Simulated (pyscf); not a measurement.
Optimised with ωB97X-D3(BJ)/def2-SVP in PySCF.

Problem. For the elementary gas-phase step HN=Ti(Cl)–Cl + water (H₂O) -> H₂N–Ti(OH)(Cl)–Cl (singlet surface; H–O broken, H–N, O–Ti formed), what barrier and reaction energy does ωB97M-D3(BJ)/def2-TZVP give, measured from the separated reactants?

Solution. ΔE‡ = -17.0 kcal/mol, ΔE = -64.3 kcal/mol. Zero-point energy shifts the barrier by -0.1 kcal/mol. It is an addition across a multiple bond or ene-type step, with an imaginary mode of 1643i cm⁻¹. On the reactant side the descent ends in an adduct with a O–Ti contact, 34.1 kcal/mol under the separated species and 15.3 kcal/mol under the saddle at ωB97X-D3(BJ)/def2-TZVP. At ωB97M-D3(BJ) the saddle lies under the separated reactants, which points to a path from their complex (located at ωB97X-D3(BJ) alone). What is counted as formed (O–Ti) is already present as a longer contact in the reactant adduct; forming that adduct is a step of its own. At the saddle there is also a short H–Ti contact that neither side keeps. One saddle was located; it need not be the lowest between these sides.
